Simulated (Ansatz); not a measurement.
System: fcc Ca. Method: r²SCAN (Ansatz, a first-principles code, PAW).

Numerical settings: plane-wave cutoff 600 eV, 20×20×20 k mesh, Fermi–Dirac smearing 0.051 eV (set by the program), scalar-relativistic PAW data made under PBE.

Computed at the level's own relaxed cell.

Hill averages of the elastic tensor: K = 18.0 GPa, G = 9.5 GPa. Volume 43.127 Å³/atom, mean atomic mass 40.078 u.

### Question
Work out the density, the sound velocities of a polycrystal and the elastic Debye temperature at this level.

### Answer
ρ = 1.66054 × 40.078/43.127 = 1.543 g/cm³. v_l = √[(K + 4G/3)/ρ] = 4.458 km/s and v_t = √(G/ρ) = 2.481 km/s. The mean follows from 3/v_m³ = 1/v_l³ + 2/v_t³: v_m = 2.763 km/s. Θ_D = (ħ/k_B) v_m (6π²/V)^(1/3) = 76.38 K Å s/km × 2.763 × 1.1115 Å⁻¹ = 235 K, counting all atoms of the cell.
